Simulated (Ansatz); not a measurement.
System: SiCl3 (charge 0, doublet). SMILES: Cl[Si](Cl)Cl
Geometry from a B3LYP-D3(BJ)/def2-TZVP (Ansatz, a quantum-chemistry and plane-wave program) optimisation:
```
Si
Cl 1 2.0584
Cl 1 2.0584 2 109.38
Cl 1 2.0584 2 109.38 3 -119.78
```
Charge 0, spin multiplicity 2.

Wanted: atomisation energy, in kcal/mol. Terms: valence correlation only; atomisation electronic, to ground-state atoms; UHF or UKS for open shells; 6-31G* and kin with 6d, 5d where marked; dispersion terms only where a functional's name holds one; non-relativistic; spin-orbit terms left out. CBS marks a two-point X^-3 extrapolation of the correlation energy; Hartree-Fock from the larger set. [CCSD(T)-MP2]/basis is that difference in the basis named. Ab initio and DFT rows: single points at B3LYP-D3(BJ) geometries (Ansatz).

```json
[
 {"species": "Cl[Si](Cl)Cl", "coefficient": "-1", "E at B3LYP/6-31G* (Ansatz), Eh": "-1670.18050", "E at B3LYP/def2-TZVPD (Ansatz), Eh": "-1670.31432"},
 {"species": "Cl atom", "coefficient": "+3", "E at B3LYP/6-31G* (Ansatz), Eh": "-460.13624", "E at B3LYP/def2-TZVPD (Ansatz), Eh": "-460.16775"},
 {"species": "Si atom", "coefficient": "+1", "E at B3LYP/6-31G* (Ansatz), Eh": "-289.37173", "E at B3LYP/def2-TZVPD (Ansatz), Eh": "-289.39218"}
]
```

Coupled cluster (Ansatz) is a level with limits of its own, used here on species with T1 under 0.025 (0.045 for open shells) and stable references: RI-MP2/CBS(cc-pV(T+d)Z,cc-pV(Q+d)Z)+[CCSD(T)-MP2]/cc-pV(T+d)Z. Value to compare with, RI-MP2/CBS(cc-pV(T+d)Z,cc-pV(Q+d)Z)+[CCSD(T)-MP2]/cc-pV(T+d)Z (Ansatz): 275.1 kcal/mol. 1 Eh = 627.5095 kcal/mol.

Question: Work the quantity out at each level, and compare with RI-MP2/CBS(cc-pV(T+d)Z,cc-pV(Q+d)Z)+[CCSD(T)-MP2]/cc-pV(T+d)Z (Ansatz).

Answer: 
- B3LYP/6-31G*: the sum of coefficient times E is 0.40005 Eh, or 251.04 kcal/mol. Result: 251.0 kcal/mol. Its difference against RI-MP2/CBS(cc-pV(T+d)Z,cc-pV(Q+d)Z)+[CCSD(T)-MP2]/cc-pV(T+d)Z (Ansatz) is -24.1 kcal/mol.
- B3LYP/def2-TZVPD: the sum of coefficient times E is 0.41889 Eh, or 262.86 kcal/mol. Result: 262.9 kcal/mol. Its difference against RI-MP2/CBS(cc-pV(T+d)Z,cc-pV(Q+d)Z)+[CCSD(T)-MP2]/cc-pV(T+d)Z (Ansatz) is -12.2 kcal/mol.
